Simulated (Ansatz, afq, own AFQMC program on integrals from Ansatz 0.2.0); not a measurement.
# BH₂+ (singlet): quantum Monte Carlo beside coupled cluster at angle H2–B1–H3 = 137.5°, cc-pVDZ

The task here is to estimate one member of a computed series from the others.

Computed with Ansatz 0.2.0, Gaussian basis, and an in-house AFQMC program (afq) on its integrals; all values are calculated. Level: cc-pVDZ, frozen cores.

The runs, in order: Full CI; PBE (unrestricted); r2SCAN (unrestricted); PBE0 (unrestricted); B3LYP (unrestricted); CCSD(T) on RHF; wB97M-V (unrestricted); B2PLYP (unrestricted); Full CI; CCSDT(Q) on RHF; Phaseless AFQMC, CISD trial on RHF; UHF.

4 further runs of the same task are left out: 4 that didn't finish.

**The geometry**

The geometry derives from a PBE0/def2-TZVP stationary point (not a proven minimum). One angle is set to the value named; bond lengths are kept.

3 atoms, charge 1, spin multiplicity 1.

Atoms are counted from 1 here; the program's logs count them from 0.

Bond lengths: B1–H2 1.179 Å, B1–H3 1.179 Å. Angles: H2–B1–H3 137.5°.

Set-up of the first run:

in.yaml

```yaml
crystal:
  periodic: [false, false, false]
  atoms:
    - {symbol: B, position_ang: [-0.067167, 0.000000, 0.000000]}
    - {symbol: H, position_ang: [0.360213, 0.000000, -1.099006]}
    - {symbol: H, position_ang: [0.360213, 0.000000, 1.099006]}
basis:
  gaussian: {orbitals: cc-pVDZ}
total_charge: 1
correlation: {method: fci, electrons: outside_noble_gas}
```

Launch:

```sh
$ ansatz run in.yaml --threads 1 --pin off --events-out ev --progress --plain --max-ram 16896MiB --backend cuda --devices 0, --max-vram 18GiB
```

Steps of the session up to this table: Full CI; PBE (unrestricted); r2SCAN (unrestricted); PBE0 (unrestricted); B3LYP (unrestricted); CCSD(T) on RHF; wB97M-V (unrestricted); B2PLYP (unrestricted); CCSDT(Q) on RHF; Phaseless AFQMC, CISD trial on RHF; UHF.

One table of the session follows, with a row left open; its other results are not shown here.

On the RHF determinant, counted from full CI (exact for this spin and basis):

| level | from full CI (meV) |
| --- | --- |
| HF | +2058.0 |
| MP2 | +528.6 |
| CCSD | +26.0 |
| CCSD(T) | ? |
| CCSDT(Q) | +0.1 |
| full CI | 0.0 |
| Phaseless AFQMC, CISD trial, step 0.005, 4000 walkers | +0.7 |

Estimate the missing values for CCSD(T).

The run gave: from full CI (meV): +7.1. In the column «from full CI (meV)» it lies between Phaseless AFQMC, CISD trial, step 0.005, 4000 walkers (+0.7) and CCSD (+26.0).

The functionals' totals stand on their own zeros and serve differences with other points: PBE -695.067 eV; r2SCAN -695.912 eV; PBE0 -695.442 eV; B3LYP -696.784 eV; wB97M-V -696.087 eV; B2PLYP -695.826 eV.

Caveats from the session: On the RHF determinant, counted from full CI (exact for this spin and basis): On RHF the phaseless walk with the CISD trial lies +0.7 meV from full CI, within three error bars. Error bars are statistical and leave out the constraint, the time step and what remains of the start.
